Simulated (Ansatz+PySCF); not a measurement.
Values are calculated unless marked as measured or tabulated.
A run of PySCF 2.14.0 on singlet CS at this shape:

| atom | x (Å) | y (Å) | z (Å) |
| --- | --- | --- | --- |
| C | 0.0000 | 0.0000 | -1.6747 |
| S | 0.0000 | 0.0000 | 0.6280 |

Its results:

| Quantity | Value |
| --- | --- |
| Converged | yes |
| Total energy | -435.07349 hartree |
| Spin squared of the determinant | 0.000 |
| Cycles | 13 |

(1) Which input gives this output? Name the method, the orbitals and the basis set, and write the input.

Results:

(1) RHF in 6-31G. An unrestricted run that stays on the closed shell gives the same numbers.

```python
from pyscf import gto, scf

mol = gto.M(atom="""
C 0.000000 0.000000 -1.674730
S 0.000000 0.000000 0.628020
""", basis='6-31g', charge=0, spin=0)
mf = scf.RHF(mol)
mf.kernel()
print(mf.converged, mf.e_tot, mf.spin_square()[0])
```

Caution: another spin multiplicity may lie lower; an unrestricted determinant lies well below.
